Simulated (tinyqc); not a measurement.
Geometry optimisation on the RHF/sto-3g surface (energies and gradients from PySCF), for LiH, spin multiplicity 1, step by step. Computed by tinyqc, a small Python program that keeps every step (integrals from PySCF). Settings: charge = 0, multiplicity = 1, basis = sto-3g, optimiser = bfgs, first Hessian = 0.3, largest step = 0.3, iteration cap = 30. Command: `OMP_NUM_THREADS=1 python tinyqc.py 23154 23155 out.jsonl` (the two numbers bound the seeds that draw the settings). One thread of a shared host (Intel(R) Xeon(R) Processor @ 2.60GHz), about 0.4 s of CPU time with the checks.

## Step 1: energy and gradient

positions at the start (bohr):
```
            x         y         z
1Li  0.000000  0.000000  0.000000
2H   0.000000  0.000000  3.380720
```

Self-consistent energy and analytic gradient at these positions.

energy = -7.85089968 hartree

gradient (hartree/bohr):
```
              x           y            z
1Li  0.00000000  0.00000000  -0.04185508
2H   0.00000000  0.00000000   0.04185508
```

## Step 1: move

Quasi-Newton step p = -H^(-1) g (first H = 0.3 times the unit matrix); steps longer than 0.3 bohr are cut back.

positions after step 1 (bohr):
```
            x         y         z
1Li  0.000000  0.000000  0.139517
2H   0.000000  0.000000  3.241203
```

## Step 2: energy and gradient

As before.

energy = -7.86025282 hartree

gradient (hartree/bohr):
```
              x           y            z
1Li  0.00000000  0.00000000  -0.02386994
2H   0.00000000  0.00000000   0.02386994
```

## Step 2: move

inverse Hessian in use (bohr^2/hartree):
```
          1         2          3         4         5          6
1  3.333333  0.000000   0.000000  0.000000  0.000000   0.000000
2  0.000000  3.333333   0.000000  0.000000  0.000000   0.000000
3  0.000000  0.000000   5.545340  0.000000  0.000000  -2.212007
4  0.000000  0.000000   0.000000  3.333333  0.000000   0.000000
5  0.000000  0.000000   0.000000  0.000000  3.333333   0.000000
6  0.000000  0.000000  -2.212007  0.000000  0.000000   5.545340
```

Quasi-Newton step p = -H^(-1) g (the inverse Hessian comes from BFGS updates; coordinates in the order x, y, z of each atom); steps longer than 0.3 bohr are cut back.

positions after step 2 (bohr):
```
            x         y         z
1Li  0.000000  0.000000  0.324684
2H   0.000000  0.000000  3.056036
```

## Step 3: energy and gradient

As before.

energy = -7.86243468 hartree

gradient (hartree/bohr):
```
              x           y            z
1Li  0.00000000  0.00000000   0.01582145
2H   0.00000000  0.00000000  -0.01582145
```

## Step 3: move

inverse Hessian in use (bohr^2/hartree):
```
          1         2          3         4         5          6
1  3.333333  0.000000   0.000000  0.000000  0.000000   0.000000
2  0.000000  3.333333   0.000000  0.000000  0.000000   0.000000
3  0.000000  0.000000   3.999256  0.000000  0.000000  -0.665922
4  0.000000  0.000000   0.000000  3.333333  0.000000   0.000000
5  0.000000  0.000000   0.000000  0.000000  3.333333   0.000000
6  0.000000  0.000000  -0.665922  0.000000  0.000000   3.999256
```

As before.

positions after step 3 (bohr):
```
            x         y         z
1Li  0.000000  0.000000  0.250874
2H   0.000000  0.000000  3.129846
```

## Convergence

Stop when the largest gradient component is below 3e-5 hartree/bohr. The inverse Hessian follows the BFGS update with s = step, y = change of gradient.

Course of the optimisation:

| step | E (hartree) | largest gradient (hartree/bohr) |
|---|---|---|
| 1 | -7.85089968 | 4.19e-02 |
| 2 | -7.86025282 | 2.39e-02 |
| 3 | -7.86243468 | 1.58e-02 |
| 4 | -7.86334920 | 2.73e-03 |
| 5 | -7.86338185 | 2.56e-04 |
| 6 | -7.86338213 | 4.73e-06 |

Final distances (angstrom):

| pair | distance |
|---|---|
| 2H-1Li | 1.510790 |

Converged in 6 steps.
